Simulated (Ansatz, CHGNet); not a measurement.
2H MoTe₂: properties by level of theory

Reference values: lattice constant a 3.518 Å (measured, 300 K, no zero-point or thermal correction; as tabulated in arXiv:1605.07067); lattice parameter c 13.974 Å (measured, 300 K, not corrected to a static lattice; as tabulated in arXiv:1605.07067).

```tsv
level (code)	lattice parameter a (Å)	lattice parameter c (Å)	elastic constant C11 (GPa)	elastic constant C44 (GPa)	polycrystal shear modulus (GPa)
CHGNet-r²SCAN	3.560	14.817	81.8	5.81	11.8
PBE (Ansatz)	3.557	15.342	107	4.08	14.2
r²SCAN (Ansatz)	3.563	14.731	118	9.47	21.0
```

Differences from the reference values (errors of the level alone only where the reference is corrected to a static lattice):

| level | lattice constant a (%) | lattice parameter c (%) |
|---|---|---|
| CHGNet-r²SCAN | +1.19 | +6.03 |
| PBE | +1.11 | +9.79 |
| r²SCAN | +1.28 | +5.42 |

Nearest: lattice constant a, not ranked (reference at room or unstated temperature); lattice parameter c, not ranked (reference at room or unstated temperature).

Machine-learned potentials (CHGNet-r²SCAN) are trained on DFT data: a solid inside that data is no test of them.

Caveats: for a layered or molecular solid the relaxed cell lies over 5 % above the published volume, where the minimum can be shallow (PBE, r²SCAN); the cell comes from a level without a dispersion term, which matters for the spacing of layers, chains or molecules (PBE, r²SCAN). Ansatz's density-functional and Hartree–Fock values are scalar-relativistic unless marked +SOC, with PAW data made under PBE.

Differences are worked out from the printed values.

Computed values are for the static lattice.

Ansatz is a program for electronic structure.
